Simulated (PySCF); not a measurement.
Species: C₅H₇F (charge +1 and doublet state).
Numbering: `[CH3:1][C@:2]1([F:3])[CH+:4][CH:5][CH2:6]1` (hydrogens: H7, H8, H9 on C1; H10 on C4; H11 on C5; H12, H13 on C6)

Geometry (GFN2-xTB, Å), atoms numbered from 1 in this order:
```
atom  x, y, z in Å
C1    -1.6370   -0.0792    0.0668
C2    -0.2142   -0.1791    0.5063
F3    -0.1125   -0.6731    1.7571
C4     0.7042    1.0683    0.3729
C5     1.4940    0.6018   -0.5935
C6     0.8668   -0.7575   -0.4803
H7    -2.2046    0.5262    0.7780
H8    -2.1021   -1.0694    0.0810
H9    -1.7218    0.3492   -0.9280
H10    0.7500    1.8476    1.1209
H11    2.2659    0.9882   -1.2316
H12    0.4018   -1.0914   -1.4140
H13    1.5051   -1.5311   -0.0535
```

Computed, not measured: UKS B3LYP, pcH-1 on C F H, non-relativistic, mean-field spin-orbit, GIAO in PySCF. Geometry: GFN2-xTB; no solvent, vibrations or thermal averaging. A GFN2-xTB geometry isn't a minimum of the functional, and hyperfine couplings can be far from their values at a DFT geometry, by a factor of two or more for some ions and for spin on atoms past the first row. No stability test was run, so a lower SCF solution isn't excluded.

Task: Break the g tensor into its mass correction, gauge correction and orbital-Zeeman/spin–orbit terms.

Result: 
```json
{"Δg (ppm)": "relativistic mass correction", "1": "-178", "2": "-178", "3": "-178"}
{"Δg (ppm)": "gauge correction", "1": "27", "2": "18", "3": "14"}
{"Δg (ppm)": "orbital Zeeman/spin–orbit", "1": "207", "2": "2405", "3": "4263"}
{"Δg (ppm)": "total", "1": "56", "2": "2245", "3": "4099"}
```

So g = 2.00238, 2.00456, 2.00642 and g_iso = 2.00445; the tensor is rhombic: the two nearest values differ by 46 % of g3 − g1. 

Task: What effective moment and Curie constant follow for a powder?

Result: With the mean of g² = 4.0178 and S(S+1) = 0.75: μ_eff = √(⟨g²⟩S(S+1)) = 1.736 μB and χT = 0.12505·⟨g²⟩·S(S+1) = 0.377 cm³ K/mol (cgs; spin-Hamiltonian part alone).

Task: At 93.508 GHz, how far is the centre of the isotropic spectrum from where a free electron (g = 2.002319) resonates?

Result: B = hν/(g μB) with μB/h = 13.99624 MHz/mT gives 3336.60 mT for the free electron and 3333.05 mT at g_iso, 3.55 mT lower.

Task: Average each term over the three axes. Which is largest in size?

Result: The orbital-Zeeman/spin–orbit term 2292, the mass correction -178 and the gauge correction 19 ppm, for a total of 2133 ppm. The orbital-Zeeman/spin–orbit term is the largest in size. The mass correction is the same along every axis, so the anisotropy comes from the other two: their spans along these axes are 13 (gauge) and 4056 ppm (orbital Zeeman/spin–orbit).

Task: In a frozen sample, at which fields do the three g values resonate at 9.5, 34, 94 and 263 GHz (hyperfine left aside), and which band first spreads them over more than twice a line width of 0.3 mT?

Result: 
| band | GHz | B(g3) mT | B(g2) mT | B(g1) mT | spread mT |
| --- | --- | --- | --- | --- | --- |
| X | 9.5 | 338.29 | 338.60 | 338.97 | 0.68 |
| Q | 34.0 | 1210.73 | 1211.85 | 1213.17 | 2.44 |
| W | 94.0 | 3347.30 | 3350.40 | 3354.06 | 6.76 |
| J | 263.0 | 9365.32 | 9373.98 | 9384.23 | 18.91 |

The spread grows in proportion to the frequency. X band is the first where it exceeds 0.6 mT.

Largest spin populations (Mulliken): C4 (+0.37), C5 (+0.31), H12 (+0.10) and F3 (+0.08).

The HOMO–LUMO gaps are 6.72 eV among the α and 2.72 eV among the β orbitals.
